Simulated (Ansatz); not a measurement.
# bcc Mo

Calculation: PBEsol-D3(BJ) in Ansatz (plane waves, PAW).

Numerical settings: plane-wave cutoff 520 eV, 24×24×24 k mesh, Fermi–Dirac smearing 0.05 eV, no spin polarisation, scalar-relativistic PAW data made under PBE.

Cell: relaxed at this level.

```
Quantity                                           Result
------------------------------------------  -------------
equilibrium volume per atom                 14.92 Å³/atom
bulk modulus                                      297 GPa
equilibrium lattice constant a                    3.102 Å
band gap                                             none
pressure derivative B′ of the bulk modulus            4.2
```

Measured, for comparison: equilibrium volume per atom 15.49 Å³/atom, lattice constant a 3.141 Å (static lattice: zero-point anharmonic expansion removed; as tabulated in Mejia-Rodriguez and Trickey (2018), arXiv:1807.09216); bulk modulus 265 GPa (zero-point energy and finite temperature contributions removed, our sources range from 265 to 278; as tabulated in doi:10.1021/acs.jctc.3c00612). Computed (rounded) less measured: equilibrium volume per atom -3.7 %, bulk modulus +12 % (+7 % to +12 % over the range), lattice constant a -1.2 %.

Spin–orbit coupling is not included.

Static lattice: no zero-point or thermal effects.

Ansatz is a quantum-chemistry and plane-wave program.
